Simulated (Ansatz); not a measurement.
## Ansatz (development build ahead of 0.2.0) run

```yaml
crystal:
  periodic: [false, false, false]
  atoms:
    - { symbol: C, position_ang: [0.0, 0.0, 0.0] }
    - { symbol: Al, position_ang: [0.98806, 1.31741, 2.85228] }
basis:
  gaussian: { orbitals: "6-31G" }
total_charge: 1
hamiltonian:
  xc: hf
correlation:
  method: fci
  frozen_orbitals: { Al: 5, C: 1 }
```

The input is written out in the form of the current development build from the run's settings.

Results

```yaml
Converged: yes
Total_energy: -279.36435 hartree
State: lowest singlet root, of any spatial symmetry
```
